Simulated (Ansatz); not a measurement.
## Relative stability

Two relaxed structures of AlBH$_{2}$F, doublet (PBE0-D4/def2-TZVP; forces vanish, vibrations not checked).

A:

F1  (0.674, -1.309, 2.038)
B2  (0.331, -0.644, 1.002)
Al3  (-0.212, 0.411, -0.640)
H4  (-1.646, 0.093, -1.222)
H5  (0.853, 1.449, -1.177)
(Å)

B:

F1  (1.565, -1.517, 1.412)
B2  (0.368, -0.943, 1.462)
Al3  (-0.817, -0.643, -0.290)
H4  (-0.991, 0.695, -1.149)
H5  (-0.078, -0.746, 2.568)
(Å)

Program: Ansatz 0.2.0. Basis: def2-TZVPP. Cores are frozen in the correlated methods; orbitals are unrestricted. B3LYP uses VWN-RPA correlation.

Task: Which structure is lower at CCSD(T), and by how much? (An estimate is asked for; the value comes from the calculation.)

Result: The calculation gives: B, by 0.241 eV (electronic energy, against the other). By their contacts, A is AlBH₂F ([F][B][AlH2]) and B is AlBH₂F ([F][BH][AlH]).

All methods give the same order:

| method | E(B) − E(A) (eV) |
| --- | --- |
| PBE-D4 | -0.300 |
| r2SCAN-D4 | -0.219 |
| PBE0-D4 | -0.291 |
| B3LYP-D4 | -0.270 |
| wB97M-V | -0.173 |
| HF | -0.271 |
| MP2 | -0.273 |
| CCSD | -0.242 |
| CCSD(T) | -0.241 |

The T1 diagnostic stays at or below 0.022. ⟨S²⟩ of the unrestricted Hartree–Fock references: 0.76 to 0.79 (a pure state has 0.75).

Labels in which every atom is bracketed show which atoms are joined, not bond orders.

For scale, one of the runs: CCSD(T)/def2-TZVPP, 132 basis functions, launched by `ansatz run in.yaml --threads 2 --pin off --events-out ev --progress --plain --max-ram 4352MiB`. Hardware: 2 CPU threads of a Oxide Virtual Turin-like, shared host. Wall time 30 s; peak host memory 1.4 GiB.
